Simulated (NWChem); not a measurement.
# CH7AlSi (SMILES [CH3][AlH][SiH3]) at 5 levels

Wanted: a comparison of 5 runs (HF/STO-3G, HF/3-21G, B3LYP/6-31G*, CAM-B3LYP/6-31G**) of CH7AlSi. 

The results are computed with NWChem 7.3.0.

### 1 The structure to begin with

The species is CH7AlSi (10 atoms), meant as a singlet with charge 0. SMILES: `[CH3][AlH][SiH3]`. The shape is that of a PBE0-D4/def2-TZVP optimisation.

Bond lengths: C1–Al2 1.953 Å, Al2–Si3 2.461 Å, C1–H4 1.096 Å, C1–H5 1.092 Å, C1–H6 1.096 Å, Al2–H7 1.593 Å, Si3–H8 1.494 Å, Si3–H9 1.494 Å, Si3–H10 1.490 Å. Some angles: C1–Al2–Si3 120.6°, C1–Al2–H7 118.9°, Si3–Al2–H7 120.4°, Al2–C1–H4 110.5°, Al2–C1–H5 113.7°, Al2–C1–H6 110.2°, Al2–Si3–H8 110.9°, Al2–Si3–H9 110.7°, Al2–Si3–H10 114.1°, H4–C1–H5 108.0°.

### 2 Energy and gradient at HF/STO-3G (run 1)

ch7alsi.nw reads:

```
echo
start ch7alsi
title "CH7AlSi"
memory total 2200 mb

geometry units angstrom noautosym nocenter noautoz
  C       -1.428400       0.967200      -0.792400
  Al       0.409100       0.309500      -0.720900
  Si       1.161700      -1.107300       1.145400
  H       -1.909200       0.659300      -1.727500
  H       -2.050600       0.624100       0.036600
  H       -1.438000       2.063000      -0.790400
  H        1.416900       0.709200      -1.887700
  H        0.334900      -2.347600       1.241000
  H        1.000200      -0.395000       2.448500
  H        2.586600      -1.533600       1.050400
end

basis spherical bse
  * library STO-3G
end

scf
  thresh 1e-08
  maxiter 80
end

task scf gradient
```

Command:

```console
$ nwchem ch7alsi.nw > ch7alsi.out
```

What it wrote:

```text
[...]
  functions       =    30
[...]
  wavefunction    = RHF
[...]
         Total SCF energy =   -566.101169106801
      One-electron energy =  -1043.324260623911
      Two-electron energy =    349.407404007068
 Nuclear repulsion energy =    127.815687510042
        Time for solution =      0.9s
[...]
                         RHF ENERGY GRADIENTS
    atom               coordinates                        gradient
                 x          y          z           x          y          z
   1 C      -2.699285   1.827743  -1.497419   -0.016563   0.002061   0.004653
   2 Al      0.773087   0.584870  -1.362303   -0.025125   0.009910  -0.002634
   3 Si      2.195295  -2.092494   2.164492    0.010342  -0.010676   0.011092
   4 H      -3.607865   1.245896  -3.264502   -0.002719  -0.002109  -0.009848
   5 H      -3.875072   1.179378   0.069164   -0.004083  -0.003200   0.007047
   6 H      -2.717426   3.898505  -1.493639    0.001495   0.010255  -0.001525
   7 H       2.677553   1.340194  -3.567236    0.030880   0.011559  -0.034594
   8 H       0.632869  -4.436321   2.345150   -0.020716  -0.027122   0.000641
   9 H       1.890104  -0.746442   4.626994   -0.005364   0.018067   0.028509
  10 H       4.887965  -2.898084   1.984968    0.031853  -0.008745  -0.003342
[...]
```

Wall time 1.8 s (1 thread of Intel Xeon 6975P-C (Granite Rapids), shared host); peak memory 0.097 GiB.

### 3 Energy and gradient at HF/3-21G (run 2)

ch7alsi.nw reads:

```
start ch7alsi
memory stack 880 mb heap 220 mb global 1100 mb

geometry units angstroms noautosym nocenter noautoz
 C     -1.428400     0.967200    -0.792400
 Al     0.409100     0.309500    -0.720900
 Si     1.161700    -1.107300     1.145400
 H     -1.909200     0.659300    -1.727500
 H     -2.050600     0.624100     0.036600
 H     -1.438000     2.063000    -0.790400
 H      1.416900     0.709200    -1.887700
 H      0.334900    -2.347600     1.241000
 H      1.000200    -0.395000     2.448500
 H      2.586600    -1.533600     1.050400
end

basis spherical bse
 C library 3-21G
 Al library 3-21G
 Si library 3-21G
 H library 3-21G
end

scf
 thresh 1e-08
 maxiter 80
end

task scf gradient
```

Command:

```console
$ nwchem ch7alsi.nw > ch7alsi.out
```

What it wrote:

```text
[...]
  functions       =    49
[...]
  wavefunction    = RHF
[...]
         Total SCF energy =   -569.686776863637
      One-electron energy =  -1044.132392632248
      Two-electron energy =    346.629928258569
 Nuclear repulsion energy =    127.815687510042
        Time for solution =      1.1s
[...]
                         RHF ENERGY GRADIENTS
    atom               coordinates                        gradient
                 x          y          z           x          y          z
   1 C      -2.699285   1.827743  -1.497419    0.014189  -0.005507   0.001146
   2 Al      0.773087   0.584870  -1.362303   -0.007984   0.003039  -0.000428
   3 Si      2.195295  -2.092494   2.164492   -0.001488   0.002488  -0.003285
   4 H      -3.607865   1.245896  -3.264502   -0.000918  -0.001163  -0.003536
   5 H      -3.875072   1.179378   0.069164   -0.002169  -0.001699   0.003696
   6 H      -2.717426   3.898505  -1.493639    0.000835   0.003646  -0.000233
   7 H       2.677553   1.340194  -3.567236   -0.002416  -0.000757   0.002502
   8 H       0.632869  -4.436321   2.345150    0.000707   0.000908   0.000304
   9 H       1.890104  -0.746442   4.626994    0.000083  -0.000834  -0.000832
  10 H       4.887965  -2.898084   1.984968   -0.000838  -0.000121   0.000666
[...]
```

It took 2.4 s on 1 thread of Intel Xeon 6975P-C (Granite Rapids), shared host; peak memory 0.096 GiB.

Run 3 isn't shown in full; the table further down has it.

### 4 Energy and gradient at B3LYP/6-31G(d) (Cartesian functions) (run 4)

a.nw reads:

```
START a
TITLE "CH7AlSi B3LYP"
memory 2200 mb

GEOMETRY noautosym nocenter noautoz
  C    -1.428400    0.967200   -0.792400
  Al    0.409100    0.309500   -0.720900
  Si    1.161700   -1.107300    1.145400
  H    -1.909200    0.659300   -1.727500
  H    -2.050600    0.624100    0.036600
  H    -1.438000    2.063000   -0.790400
  H     1.416900    0.709200   -1.887700
  H     0.334900   -2.347600    1.241000
  H     1.000200   -0.395000    2.448500
  H     2.586600   -1.533600    1.050400
END

BASIS cartesian
  * library 6-31G*
END

DFT
  xc b3lyp
  grid xfine
  convergence energy 1e-08
  maxiter 100
  mulliken
END

TASK dft gradient
```

Command:

```console
$ nwchem a.nw > a.out
```

What it wrote:

```text
[...]
          Wavefunction type:  closed shell.
          No. of atoms     :    10
          No. of electrons :    40
[...]
          Charge           :     0
          Spin multiplicity:     1
[...]
          AO basis - number of functions:    67
[...]
              XC Information
              --------------
                         B3LYP Method XC Potential
                     Hartree-Fock (Exact) Exchange  0.200
                        Slater Exchange Functional  0.800 local
                    Becke 1988 Exchange Functional  0.720 non-local
              Lee-Yang-Parr Correlation Functional  0.810
                  VWN I RPA Correlation Functional  0.190 local
[...]
 d= 0,ls=0.0,diis     1   -574.2035902542 -7.02D+02  1.07D-02  3.06D-01     2.5
[...]
 d= 0,ls=0.0,diis     8   -574.2347819851 -5.91D-10  1.26D-06  3.19D-09    17.2
         Total DFT energy =     -574.234781985115
      One electron energy =    -1048.222512581061
           Coulomb energy =      393.798814614474
    Exchange-Corr. energy =      -47.626771528570
 Nuclear repulsion energy =      127.815687510042
[...]
  wavefunction    = closed shell
                         DFT ENERGY GRADIENTS
    atom               coordinates                        gradient
                 x          y          z           x          y          z
   1 C      -2.699285   1.827743  -1.497419    0.000667  -0.000473   0.000427
   2 Al      0.773087   0.584870  -1.362303   -0.002771   0.001204  -0.000369
   3 Si      2.195295  -2.092494   2.164492   -0.000212  -0.000293   0.000510
   4 H      -3.607865   1.245896  -3.264502    0.001464   0.000407   0.001659
   5 H      -3.875072   1.179378   0.069164    0.001664   0.000335  -0.001335
   6 H      -2.717426   3.898505  -1.493639    0.000645  -0.002211  -0.000055
   7 H       2.677553   1.340194  -3.567236   -0.000715  -0.000296   0.000855
   8 H       0.632869  -4.436321   2.345150    0.000055   0.000695  -0.000440
   9 H       1.890104  -0.746442   4.626994   -0.000157   0.000140  -0.000819
  10 H       4.887965  -2.898084   1.984968   -0.000640   0.000491  -0.000432
[...]
```

Wall time 23 s (1 thread of Intel Xeon 6975P-C (Granite Rapids), shared host); peak memory 0.14 GiB.

### 5 Energy and forces at CAM-B3LYP/6-31G(d,p) (spherical functions) (run 5)

m1.nw reads:

```
start m1
title "CH7AlSi"
memory stack 880 mb heap 220 mb global 1100 mb

geometry units au noautosym nocenter noautoz
 C  -2.69928480  1.82774311 -1.49741898
 Al  0.77308696  0.58487024 -1.36230356
 Si  2.19529484 -2.09249374  2.16449230
 H  -3.60786512  1.24589643 -3.26450188
 H  -3.87507239  1.17937807  0.06916398
 H  -2.71742617  3.89850500 -1.49363953
 H   2.67755295  1.34019377 -3.56723601
 H   0.63286928 -4.43632105  2.34515012
 H   1.89010407 -0.74644182  4.62699442
 H   4.88796559 -2.89808398  1.98496832
end

basis spherical bse
 * library 6-31G**
end

dft
 xc xcamb88 1.00 lyp 0.81 vwn_5 0.19 hfexch 1.00
 cam 0.33 cam_alpha 0.19 cam_beta 0.46
 grid xfine
 convergence energy 1e-08
 direct
 iterations 100
 mulliken
end

task dft gradient
```

Command:

```console
$ nwchem m1.nw > m1.out
```

What it wrote:

```text
[...]
          Wavefunction type:  closed shell.
          No. of atoms     :    10
          No. of electrons :    40
[...]
          Charge           :     0
          Spin multiplicity:     1
[...]
          AO basis - number of functions:    85
[...]
              XC Information
              --------------
                     Hartree-Fock (Exact) Exchange  1.000
                   CAM-Becke88 Exchange Functional  1.000
                      VWN V Correlation Functional  0.190 local
              Lee-Yang-Parr Correlation Functional  0.810
[...]
 d= 0,ls=0.0,diis     1   -574.1357614720 -7.02D+02  5.94D-03  2.11D-01     4.0
[...]
 d= 0,ls=0.0,diis     8   -574.1663784048 -9.37D-10  3.50D-07  3.53D-10    31.5
         Total DFT energy =     -574.166378404800
      One electron energy =    -1048.287891485250
           Coulomb energy =      393.887102213738
    Exchange-Corr. energy =      -47.581267395744
 Nuclear repulsion energy =      127.815678262456
[...]
  wavefunction    = closed shell
[...]
                         DFT ENERGY GRADIENTS
    atom               coordinates                        gradient
                 x          y          z           x          y          z
   1 C      -2.699285   1.827743  -1.497419   -0.000384  -0.000157   0.000464
   2 Al      0.773087   0.584870  -1.362304   -0.001692   0.000997  -0.000641
   3 Si      2.195295  -2.092494   2.164492    0.000116  -0.000163   0.000104
   4 H      -3.607865   1.245896  -3.264502    0.000542  -0.000081   0.000134
   5 H      -3.875072   1.179378   0.069164    0.000648  -0.000133  -0.000124
   6 H      -2.717426   3.898505  -1.493640    0.000499  -0.000363  -0.000026
   7 H       2.677553   1.340194  -3.567236    0.000413   0.000133  -0.000419
   8 H       0.632869  -4.436321   2.345150   -0.000754  -0.000760  -0.000081
   9 H       1.890104  -0.746442   4.626994   -0.000280   0.000701   0.000785
  10 H       4.887966  -2.898084   1.984968    0.000890  -0.000174  -0.000197
[...]
```

It took 45 s on 1 thread of Intel Xeon 6975P-C (Granite Rapids), shared host; peak memory 0.15 GiB.

### 6 All runs side by side

```csv
run,level,iteration cap,module,energy (Eh),dipole moment (D),HOMO energy (eV),LUMO energy (eV),wall time
1,HF/STO-3G,80,scf,-566.101169,0.95,-7.21,8.27,1.8 s
2,HF/3-21G,80,scf,-569.686777,1.34,-9.84,1.01,2.4 s
3,B3LYP/6-31G* (spherical functions),100,dft,-574.230647,–,–,–,23 s
4,B3LYP/6-31G* (Cartesian functions),100,dft,-574.234782,1.16,-7.03,-1.78,23 s
5,CAM-B3LYP/6-31G** (spherical functions),100,dft,-574.166378,1.13,-8.48,-0.63,45 s
```

### 7 What came out

| quantity | value |
| --- | --- |
| run 5: total energy | -574.16638 Eh |
| run 5: dipole moment | 1.13 D |
| run 5: HOMO energy | -8.48 eV |
| run 5: LUMO energy | -0.63 eV |
| run 5: HOMO–LUMO gap | 7.84 eV |
| run 5: largest force on an atom | 0.106 eV/Å |

In words: Over runs 1, 2, 4, 5 the dipole moment (its size) runs from 0.95 D (HF/STO-3G) to 1.34 D (HF/3-21G). Over runs 1, 2, 4, 5 the HOMO–LUMO gap runs from 5.25 eV (B3LYP/6-31G*) to 15.48 eV (HF/STO-3G). The two ends differ in method and basis. Totals of different functionals can't be ranked against each other. In run 1 the basis is minimal, so the values are rough. All runs together took 95 s, the longest 45 s.
